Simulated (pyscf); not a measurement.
Thermochemistry of product channels of O=Zr(OH)–OH + H₂ on the singlet surface, in kJ/mol, from ωB97M-D3(BJ)/def2-TZVP energies (ideal gas, 1 atm, RRHO with modes under 100 cm⁻¹ raised to 100, one conformer, R ln 2 for chiral ones without a mode under 150 cm⁻¹). Structures and frequencies: ωB97X-D3(BJ)/def2-SVP in PySCF.

```
products            ΔE  ΔH(298 K)  ΔG(600 K)  ΔG(900 K)
--------------  ------  ---------  ---------  ---------
O=ZrH–OH + H₂O  +150.8     +158.8     +143.5     +139.0
HO–ZrH(OH)–OH   -150.3     -139.2      -68.4      -33.8
```

These are energies of the channels, which say nothing of barriers. Elements past Kr carry the def2 core potentials, without spin-orbit coupling.
